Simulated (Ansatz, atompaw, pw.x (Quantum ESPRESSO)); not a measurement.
Which Al potential is closest to all-electron in the bcc crystal?

All use PBEsol, scalar-relativistic, no spin, cutoffs from each file’s atomic test, pw.x 7.5; 14³ k-points, Fermi–Dirac smearing 0.01 Ry. Δ is the rms difference from all-electron LAPW of the E(V) curves that follow from fits to the pressures, over ±6 % in volume. Mesh and smearing are coarse and serve the comparison alone. The files are a selection: those with a ghost or negative overlap were mostly not run, and those with noisy or unconverged pressures or nearly equal Δ are left out.

All-electron: a0 = 3.215 Å (V0 = 16.61 Å³/atom), B0 = 72.6 GPa.

Question: Rank them by Δ, smallest first.
A. PAW, atompaw 4.2.0.5, PBEsol; core [Ne], reference 3s2 3p1; waves: 3s (bound): rc 3.00 bohr; 3s channel at -0.25 Ry: rc 3.00 bohr; 3p (bound): rc 2.85 bohr; 3p channel at 2.35 Ry: rc 2.85 bohr; 3d channel at 0.45 Ry: rc 3.00 bohr; 3d channel at 1.4 Ry: rc 3.00 bohr; local part: troulliermartins scheme with l = 3 at 0 Ry, radius 2.95 bohr; core correction: smooth core density matched at 1.60 bohr; augmentation: sinc compensation charge, radius 2.20 bohr; PAW radius 3.00 bohr; waves and projectors: custom polynom gramschmidtortho.
B. PAW, atompaw 4.2.0.5, PBEsol; core [Ne], reference 3s2 3p1; waves: 3s (bound): rc 2.30 bohr; 3s channel at 4.05 Ry: rc 2.75 bohr; 3p (bound): rc 2.75 bohr; 3p channel at 1.4 Ry: rc 2.75 bohr; 3d channel at -0.15 Ry: rc 2.75 bohr; 3d channel at 0.8 Ry: rc 2.75 bohr; local part: bessel scheme, radius 2.10 bohr; core correction: smooth core density matched at 1.60 bohr; augmentation: besselshape compensation charge, radius 2.10 bohr; PAW radius 2.75 bohr; waves and projectors: custom polynom2 7 10 vanderbiltortho.
C. PAW, atompaw 4.2.0.5, PBEsol; core [Ne], reference 3s2 3p1; waves: 3s (bound): rc 2.95 bohr; 3s channel at 3.8 Ry: rc 2.95 bohr; 3p (bound): rc 2.95 bohr; 3p channel at 2.5 Ry: rc 2.95 bohr; 3d channel at 0.3 Ry: rc 2.95 bohr; 3d channel at 1.25 Ry: rc 2.95 bohr; local part: bessel scheme, radius 2.60 bohr; core correction: smooth core density matched at 1.80 bohr; augmentation: besselshape compensation charge, radius 2.30 bohr; PAW radius 2.95 bohr; waves and projectors: custom polynom vanderbiltortho.
D. PAW, atompaw 4.2.0.5, PBEsol; core [Ne], reference 3s2 3p1; waves: 3s (bound): rc 2.30 bohr; 3s channel at 2.05 Ry: rc 2.30 bohr; 3p (bound): rc 1.90 bohr; 3p channel at 0.4 Ry: rc 1.90 bohr; 3d channel at -0.05 Ry: rc 1.80 bohr; local part: troulliermartins scheme with l = 3 at 0 Ry, radius 2.20 bohr; core correction: smooth core density matched at 1.20 bohr; augmentation: besselshape compensation charge, radius 1.70 bohr; PAW radius 2.30 bohr; waves and projectors: custom rrkj gramschmidtortho.

Answer: D (0.0 meV/atom), A (0.3 meV/atom), C (0.5 meV/atom), B (1.5 meV/atom).
